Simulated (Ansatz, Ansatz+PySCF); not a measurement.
```xyz
4

O     0.0000   -0.3157   -1.7609
H     0.0000   -0.3973   -0.8464
Cl    0.0000    0.1384    0.9835
H     0.0000    0.5704   -1.7849
```

RHF-MP2 on singlet H₂ClO(-) was run in several spherical basis sets with Ansatz (development build ahead of 0.2.0). Frozen core: 6 orbitals. Caution: no diffuse functions for an anion.

(1) Rank the basis sets by the total energy that they give, lowest first, with the distance from the lowest.
A. cc-pVDZ
B. def2-TZVP
C. def2-SVP
D. cc-pVTZ
E. 6-31G(d)

## Answers

(1) D (0.00 eV), B (0.47 eV), A (4.77 eV), E (6.60 eV), C (11.10 eV).

Totals follow the description of the cores as much as that of the bonds, so this order isn't one of quality for chemistry.
